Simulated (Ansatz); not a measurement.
Two shapes of singlet C2H6.

Shape 1:

```xyz
8

C     0.0000    0.0000   -0.6988
C     0.0000    0.0000    0.6988
H     0.0000   -0.9420   -1.0719
H    -0.8158    0.4710   -1.0719
H     0.8158    0.4710   -1.0719
H     0.0000    0.9420    1.0719
H    -0.8158   -0.4710    1.0719
H     0.8158   -0.4710    1.0719
```

Shape 2:

```xyz
8

C     0.0034    0.0054   -0.7518
C    -0.0056   -0.0081    0.7579
H     0.0036   -1.0191   -1.1572
H    -0.8846    0.5109   -1.1748
H     0.8803    0.5061   -1.1603
H     0.0047    1.0326    1.1636
H    -0.8949   -0.5155    1.1605
H     0.8841   -0.5024    1.1656
```

Basis set: def2-TZVP (spherical functions). Frozen core: 2 orbitals. Charge 0, multiplicity 1.

Computed with Ansatz (development build ahead of 0.2.0); each method stands on the lowest determinant of its kind that the runs found.

Problem. Which shape is lower in energy, and by how much in each method?

Solution.

```json
{"method": "RHF", "E(2) − E(1) (eV)": "-0.918"}
{"method": "RHF-MP2", "E(2) − E(1) (eV)": "-1.001"}
```

Shape 2 is lower. Caution: no unrestricted run beside it, a lower state can exist.
